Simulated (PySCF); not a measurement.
Species: C₄H₅P.
Numbering: `[cH:1]1[cH:2][cH:3][pH:4][cH:5]1` (hydrogens: H6 on C1; H7 on C2; H8 on C3; H9 on P4; H10 on C5)

Level of theory: CAM-B3LYP/def2-SVP geometry optimisation, gas phase (PySCF).

What internal coordinates does the optimisation give?

```json
{"bond": "C1–C2", "length (bohr)": "2.757"}
{"bond": "C3–P4, P4–C5", "length (bohr)": "3.420"}
{"bond": "C1–C5, C2–C3", "length (bohr)": "2.553"}
{"bond": "C1–H6, C2–H7", "length (bohr)": "2.065"}
{"bond": "C3–H8, C5–H10", "length (bohr)": "2.061"}
{"bond": "P4–H9", "length (bohr)": "2.692"}
```

Bonds in one row agree within 0.02 bohr and their mean is given. A selection of angles:
```json
{"angle": "C2–C1–C5", "degrees": "114.1"}
{"angle": "C2–C1–H6", "degrees": "122.1"}
{"angle": "C5–C1–H6", "degrees": "123.8"}
{"angle": "C2–C3–P4", "degrees": "110.2"}
{"angle": "C2–C3–H8", "degrees": "124.8"}
{"angle": "P4–C3–H8", "degrees": "124.5"}
{"angle": "C3–P4–C5", "degrees": "90.2"}
{"angle": "C3–P4–H9", "degrees": "101.0"}
```

P4 (ring phosphorus) is pyramidal (angles 101.0°, 101.0° and 90.2°, sum 292.3°, 0.81 Å off the plane of its three neighbours). The 5-membered ring C1–C2–C3–P4–C5 has internal angles of 90.2° to 114.2°; it is slightly puckered (a soft mode that the optimisation may not have finished), 0.05 Å rms from its mean plane, widest ring torsion 9°. The C–C distances run from 1.351 Å (C2–C3, drawn aromatic) to 1.459 Å (C1–C2, drawn aromatic), a spread of 0.108 Å.

Point group: Cs (tolerance 0.08 Å). Whether it is a minimum is left open (no frequencies).
